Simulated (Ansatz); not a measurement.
This script for vertical spin-state energies of HLiO, SMILES [Li][OH] with Ansatz 0.2.0 through its Python package holds a mistake.

`run_spin.py`
```python
"""Gap between spin states of HLiO at one geometry."""

import ansatz as az

GEOMETRY = """
Li    1.07690    0.56190    0.64190
O    -0.54300    0.17720   -0.27500
H    -0.54490   -0.80390   -0.38010
"""


def main() -> None:
    system = az.Crystal.molecule()
    for line in GEOMETRY.strip().splitlines():
        symbol, *xyz = line.split()
        system = system.atom(symbol, [float(v) for v in xyz])

    job = system.calculation()
    job = job.basis(gaussian="pcseg-2")
    job = job.functional("pbe")
    found = {}
    for unpaired in [0, 2]:
        rep = job.spin("collinear", total=unpaired).run(threads=1, pin="off").report
        s = unpaired / 2
        found[unpaired] = rep["etot"]
        print(f"2S+1 = {unpaired + 1}: E = {found[unpaired]:.5f} eV, <S^2> = {abs(rep['mean_field']['state']['spin_squared']):.3f} (pure state {s * (s + 1):.2f})")
    lowest = min(found, key=found.get)
    for unpaired, e in found.items():
        print(f"multiplicity {unpaired + 1}: {23.060548 * (e - found[lowest]):.1f} kcal/mol above the lowest")


if __name__ == "__main__":
    main()
```

```console
$ python run_spin.py
Traceback (most recent call last):
  File "run_spin.py", line 33, in <module>
    main()
    ~~~~^^
  File "run_spin.py", line 25, in main
    found[unpaired] = rep["etot"]
                      ~~~^^^^^^^^
KeyError: 'etot'
```

Why does it end like this?

The fault: the report has no such key (the free energy stands under free_energy_ev). The change:

```diff
--- before
+++ after
@@ -24,3 +24,3 @@
         s = unpaired / 2
-        found[unpaired] = rep["etot"]
+        found[unpaired] = rep["free_energy_ev"]
         print(f"2S+1 = {unpaired + 1}: E = {found[unpaired]:.5f} eV, <S^2> = {abs(rep['mean_field']['state']['spin_squared']):.3f} (pure state {s * (s + 1):.2f})")
```

The mended script runs so:

```console
$ python run_spin.py
2S+1 = 1: E = -2266.47784 eV, <S^2> = 0.000 (pure state 0.00)
2S+1 = 3: E = -2262.80859 eV, <S^2> = 2.002 (pure state 2.00)
multiplicity 1: 0.0 kcal/mol above the lowest
multiplicity 3: 84.6 kcal/mol above the lowest
```

Caveats:
- Total energies depend on the basis set; only differences at equal settings carry meaning.
- The geometry is a force-field or estimated start, not a minimum of this method, and the basis set is short of its limit. All parts are taken at fixed geometry, without zero-point energy.
- Finished in 3.7 s on 1 thread of Arm Neoverse V1 (shared host), peak memory 0.16 GiB.

(Lines on the test bed's own set-up are left out of the output.)
